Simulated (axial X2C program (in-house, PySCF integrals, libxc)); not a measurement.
Si₂⁻: properties at the nuclei

Calculated with an axial X2C code built on PySCF integrals: two-component X2C with atomic mean-field Coulomb and Gaunt terms, Gaussian nuclei, basis Si dyall-av3z with contracted cores.

R = 2.186 Å (near the PBE0 minimum at charge -1 of the determinant lowest at the starting distance; the state shown can have its own minimum elsewhere).

Determinant lowest in the PBE0 search, Ω = 3/2 (⟨Sz⟩ = 0.50, ⟨Lz⟩ = 1.00 at PBE0), spin on the atoms Si 0.25, Si 0.25:

```json
{"level": "PBE0", "A∥/gI Si (MHz)": "41.2", "qzz Si (a.u.)": "-1.45"}
{"level": "HF", "A∥/gI Si (MHz)": "34.2", "qzz Si (a.u.)": "-1.64"}
{"level": "BHandHLYP", "A∥/gI Si (MHz)": "43.1", "qzz Si (a.u.)": "-1.55"}
{"level": "TPSSh", "A∥/gI Si (MHz)": "48.5", "qzz Si (a.u.)": "-1.42"}
{"level": "BP86", "A∥/gI Si (MHz)": "46.5", "qzz Si (a.u.)": "-1.40"}
```

Determinant 0.02 eV from it at PBE0 and this distance, Ω = 1/2 (⟨Sz⟩ = -0.50, ⟨Lz⟩ = 1.00 at PBE0), spin on the atoms Si -0.25, Si -0.25:

```json
{"level": "PBE0", "A∥/gI Si (MHz)": "241", "qzz Si (a.u.)": "-1.45"}
{"level": "HF", "A∥/gI Si (MHz)": "221", "qzz Si (a.u.)": "-1.64"}
{"level": "BHandHLYP", "A∥/gI Si (MHz)": "229", "qzz Si (a.u.)": "-1.55"}
{"level": "TPSSh", "A∥/gI Si (MHz)": "217", "qzz Si (a.u.)": "-1.42"}
{"level": "BP86", "A∥/gI Si (MHz)": "238", "qzz Si (a.u.)": "-1.40"}
```

A∥ (defined per Ω) follows by multiplying with gI = μI/(I μN); qzz is the electric field gradient, eQq0 = 234.96 MHz × Q/barn × qzz. The operators were transformed with the bare-nucleus X2C matrices; with these basis sets, hyperfine constants and field gradients can be off by tens of per cent, and where levels differ in sign neither size nor sign is settled.

Q: With gI(29Si) = -1.1106 (g factors from the IAEA table of nuclear moments by Stone), turn the PBE0 values of the first state into constants in MHz.

A: A∥(29Si) = 41.2 × -1.1106 = -45.8 MHz.

Each state is one determinant with collinear spin. Unrestricted Hartree–Fock can overshoot spin polarisation at the nuclei. For an anion, determinants above electron detachment, or with a positive highest level, are held by the basis set. The search compared states at one distance, so a state with another bond length can lie lower. Further determinants of the search, some of them spin-mixed, are not shown. PBE0 term energies can be off by some tenths of an eV.
